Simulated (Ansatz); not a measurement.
# N2O, singlet: the ladder up to RCCSDTQ

Geometry: MP2(full)/6-31G*, from the G2/97 set.

```tsv
atom	x (Å)	y (Å)	z (Å)
N	0.0000	0.0000	-1.1781
N	0.0000	0.0000	-0.0070
O	0.0000	0.0000	1.1851
```

Basis cc-pVDZ; Ansatz 0.2.0. Only valence electrons are correlated (noble-gas cores frozen), which leaves 16 electrons in 39 orbitals. R marks a restricted (for open shells ROHF) determinant, U an unrestricted one. Active spaces: valence = (16e, 12o) chosen from the atoms' valence shells.

Full CI isn't at hand for all of this; RCCSDTQ serves as the reference, and is uncertain by about the last step of the cluster series. The frozen core follows each run's orbitals, which can shift R against U totals by a few meV.

Unrestricted rows (U) aren't spin-pure: their determinants' ⟨S²⟩ exceeds S(S+1) by up to 0.32, so they mix in states of higher spin.

* UHF ⟨S²⟩: 0.316
* T1 diagnostic (RCCSD): 0.0214
* largest doubles amplitude (RCCSD): 0.102

| level | E − E(RHF) (eV) |
| --- | --- |
| UHF | -0.0618 |
| RMP2 | -14.7818 |
| RCCSD | -14.2636 |
| RCCSD(T) | -14.9840 |

Q: Estimate how far RCCSDTQ in cc-pVDZ lies from RCCSD(T). The table doesn't fix it; the size of (T) and the diagnostics are the guide.

A: RCCSDTQ in cc-pVDZ lies 2.76 mEh below RCCSD(T), which is 10 % of the (T) step (-26.47 mEh). T1 is raised, RHF is unstable towards spin polarisation, but (T) still catches most of what CCSD lacks. The miss exceeds 1 kcal/mol.

The other levels:

```tsv
level	E − E(RCCSDTQ) (mEh)	share of correlation (%)	wall time
CISD	85.92	84.47	1.3 s
BCCD(T)	2.32	99.58	0.66 s
RCCSDT	3.38	99.39	–
RCCSDT(Q)	-0.87	100.16	11 s
CASSCF (valence space)	322.43	41.74	–
NEVPT2 (valence space)	50.39	90.89	2.5 s (H100)
MRCISD (valence space)	23.95	95.67	–
MRCISD+Q (valence space)	1.89	99.66	5.5 s (H100)
```

The correlation energy at RCCSDTQ, counted from RHF, is -15.059 eV. That run took 15 s on 5 threads of AMD EPYC 7R13 with a whole H100 80 GB, shared host.

Times hold each run's SCF and search for its determinant on a shared host, so for small cases they say little of a method's own cost; rows without a card ran on 1 thread of AMD EPYC 7R13.

Natural occupations of CASSCF (valence space) about the gap: 1.975 1.975 1.966 1.928 1.928 0.099 0.099 0.040 0.018; effectively unpaired electrons, Σ n²(2−n)², 0.13.

Atomization energy (electronic, same basis, no zero-point term; atoms at the same level, unrestricted beside the R rows where the molecule is a closed shell, with restricted open-shell steps beyond CCSDT(Q)) at RCCSDTQ: 966.7 kJ/mol. Errors of other levels:

| level | error (kJ/mol) |
| --- | --- |
| RHF | -683.5 |
| UHF | -677.5 |
| RMP2 | 103.6 |
| CISD | -210.1 |
| RCCSD | -70.1 |
| RCCSD(T) | -5.9 |
| BCCD(T) | -4.2 |
| RCCSDT | -8.5 |
| RCCSDT(Q) | 2.3 |
| CASSCF (valence space) | -50.6 |
| NEVPT2 (valence space) | 28.9 |
| MRCISD (valence space) | -46.5 |
| MRCISD+Q (valence space) | -12.3 |

This basis is far from its limit, so the value isn't to be set against a measured one. Truncated CI isn't size-consistent, which counts against it in atomization.
